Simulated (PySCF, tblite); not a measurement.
A complex of 3 × ammonia and hydrogen sulfide

A gas-phase complex of 3 × ammonia and hydrogen sulfide; neutral, singlet. The structure comes from a short search (6 tight-binding starts) and was relaxed by PBE0-D3(BJ)/def2-SVPD; another way of binding may lie lower. No frequency run checks that it is a minimum.

```
part              name  SMILES  atoms  charge  multiplicity
   1           ammonia       N    1–4       0             1
   2           ammonia       N    5–8       0             1
   3           ammonia       N   9–12       0             1
   4  hydrogen sulfide       S  13–15       0             1
```

Coordinates in Å:
```
N1     -0.592   -0.109    0.754
H2     -0.701   -0.696   -0.077
H3     -1.228   -0.474    1.458
H4      0.349   -0.268    1.104
N5     -0.476    1.251   -3.299
H6      0.480    1.441   -3.588
H7     -0.680    1.821   -2.462
H8     -1.084    1.557   -4.052
N9     -1.088    2.601   -0.647
H10    -0.486    3.333   -0.281
H11    -0.940    1.761   -0.071
H12    -2.045    2.908   -0.496
S13    -0.969   -1.782   -2.376
H14    -2.311   -1.654   -2.414
H15    -0.752   -0.466   -2.827
```

Contacts between parts, classed by geometry: H15···N5 1.803 Å (hydrogen bond, 176°); H7···N9 2.017 Å (hydrogen bond, 169°); H11···N1 2.074 Å (hydrogen bond, 169°); H2···S13 2.556 Å (hydrogen bond, 170°).

Interaction energies are complex less parts, with the parts frozen as they stand in it; counterpoise-corrected, in kcal/mol (PySCF).

Question: How strongly do the parts interact, level by level?

Answer: 
| level | interaction | superposition error removed |
| --- | --- | --- |
| wB97M-D3(BJ)/def2-SVPD | -15.87 | -3.38 |
| PBE0-D3(BJ)/def2-SVPD | -19.52 | -3.34 |

Question: What holds them together? Decompose the wB97M-D3(BJ)/def2-SVPD energy: frozen parts, their antisymmetrised product, then relaxation.

Answer: electrostatic -37.4, Pauli repulsion +47.4, orbital relaxation -25.2, dispersion correction -4.0 kcal/mol, which sum to the value before the counterpoise correction; the Pauli term holds the exchange-correlation of the frozen density too. Of the attraction, 56 % is electrostatic, 38 % is orbital relaxation, 6 % is dispersion correction.

The parts were also relaxed and run alone, at the levels used for the complex: shieldings by PBE0/pcSseg-1; core levels by delta-SCF with SCAN, pcX-2 on the ionised atom and pcseg-1 elsewhere, spin-free X2C (2p3/2 is the spin-free 2p value less a third of a first-order spin-orbit splitting).

Question: What does binding change?

Answer: 
| property | alone | in the complex | change |
| --- | --- | --- | --- |
| S13–H15 bond (Å) | 1.350 | 1.407 | +0.057 |
| shielding of H15 (ppm) | 30.30 | 20.27 | -10.03 |
| shielding of N5 (ppm) | 266.6 | 232.0 | -34.6 |
| shielding of H7 (ppm) | 31.64 | 25.57 | -6.06 |
| shielding of N9 (ppm) | 266.6 | 249.9 | -16.7 |
| N5 1s core level (eV) | 405.54 | 404.79 | -0.75 |
| N9 1s core level (eV) | 405.54 | 404.78 | -0.76 |
| S13 2p3/2 core level (eV) | 170.38 | 168.50 | -1.88 |

Density functionals tend to overstate the lengthening and the red shift of so strongly bound an X–H bond.
